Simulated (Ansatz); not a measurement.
# LiNH (quartet): from Hartree-Fock to the top rungs, def2-QZVPP

One table from this session's results is given with a row withheld; the runs are named, their logs left out.

The runs use Ansatz 0.2.0, Gaussian basis; def2-QZVPP, core rule «outside noble gas», up to 2 orbitals frozen.

The runs, in order: UHF; ROHF; CCSD(T) on UHF.

2 further runs of the same task are left out: 2 set aside as unsound or not needed.

## What is computed

The geometry is a PBE0/def2-TZVP stationary point (not a proven minimum) of the parent state, kept for this charge and spin.

3 atoms, charge 0, spin multiplicity 4.

Atoms are counted from 1 here; the program's logs count them from 0.

Bond lengths: N1–Li2 1.694 Å, N1–H3 1.014 Å. Angles: Li2–N1–H3 180.0°.

The first run:

Input file in.yaml:

```yaml
crystal:
  periodic: [false, false, false]
  atoms:
    - {symbol: N, position_ang: [0.000000, 0.000000, 0.226500]}
    - {symbol: Li, position_ang: [0.000000, 0.000000, -1.467200]}
    - {symbol: H, position_ang: [0.000000, 0.000000, 1.240700]}
basis:
  gaussian: {orbitals: "def2-QZVPP.json"}
magnetization: {spin_polarized: true, initial_magnetization: 3}
hamiltonian: {xc: hf}
output: {orbitals: {seedname: orbitals}}
```

Command:

```console
$ ansatz run in.yaml --threads 1 --pin off --events-out ev --progress --plain --max-ram 2393MiB
```

Steps of the session up to this table: UHF; ROHF; CCSD(T) on UHF.

One table of the session follows, with a row left open; its other results are not shown here.

| method | from UCCSD(T) (meV) |
| --- | --- |
| ROHF | ? |
| UHF | +4630.4 |
| UMP2 | +608.8 |
| UCCSD | +122.9 |
| UCCSD(T) | 0 |

Q: Estimate the row for ROHF from the others.

The run gave: from UCCSD(T) (meV): +4843.7. In the column «from UCCSD(T) (meV)» it is the highest.
